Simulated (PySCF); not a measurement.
Compound: CH2F2.
Atom-mapped SMILES: `[F:1][CH2:2][F:3]` (hydrogens: H4, H5 on C2)

Structure used (PBE0-D3(BJ)/def2-TZVP), in Å, numbered top down from 1:
```
atom  x, y, z in Å
F1    -1.0401    0.8887   -0.0246
C2     0.0429    0.0816    0.0190
F3     1.1541    0.8494    0.0146
H4     0.0155   -0.4933    0.9487
H5     0.0474   -0.5491   -0.8742
```

Method used: PySCF 2.14.0, density-fitted response routines, TDDFT CAM-B3LYP/aug-cc-pVTZ, vertical, gas phase, core orbitals frozen in the response. Isolated species at its PBE0-D3(BJ)/def2-TZVP geometry, gas phase.

Ground-to-excited transition dipoles (e·a0, same axes as the geometry; the sign carries no meaning), for the states with f of 0.002 or more among the lowest 9:

```tsv
state	E (eV)	μx	μy	μz
S1	8.873	0.006	-0.011	-0.344
S3	9.746	0.004	-0.008	-0.227
S4	9.804	0.007	0.383	-0.012
S5	10.724	-0.284	0.004	-0.005
S6	10.935	0.001	0.109	-0.003
S8	11.445	-0.008	0.013	0.465
S9	11.526	0.002	0.289	-0.008
```

(1) What oscillator strength does each state have?

(2) The point group is C2v. Which irreducible representation does each state belong to?

(3) What angle do the transition dipoles of S8 and S9 make?

(4) How is the summed strength of these states shared among x, y and z?

(5) What peak molar absorption coefficient would the strongest computed level give as a lone Gaussian band 0.4 eV wide at half height?

Results:

(1) f = (2/3) ΔE |μ|² with ΔE in hartree (27.2114 eV).

```tsv
state	|μ|² (au)	|μ| (D)	f
S1	0.118	0.87	0.026
S3	0.052	0.58	0.012
S4	0.147	0.97	0.035
S5	0.081	0.72	0.021
S6	0.012	0.28	0.003
S8	0.216	1.18	0.061
S9	0.084	0.73	0.024
```

(2) The ground state is totally symmetric, so the direction of μ fixes the label. Polarised along the twofold axis, so A1: S4, S6 and S9. Polarised across the twofold axis, so B1 or B2: S1, S3, S5 and S8. Which of B1 and B2 hangs on the choice of axes; S1, S3 and S8 take one label and S5 the other.

(3) |cos θ| = |μa·μb| / (|μa| |μb|) = 0.00, so θ ≈ 90° (taken between 0 and 90°, since the signs are arbitrary).

(4) (2/3) Σ ΔE μα² gives 0.021 for x, 0.062 for y and 0.099 for z, 0.182 in all.

(5) ε(max) = 2.175×10⁸ f / FWHM, with the width in cm⁻¹. S8: 2.175×10⁸ × 0.0606 / 3226 ≈ 4100 L mol⁻¹ cm⁻¹.

Without π bonds the low states may be Rydberg-like; a valence basis with one diffuse set may place them up to an eV too high.
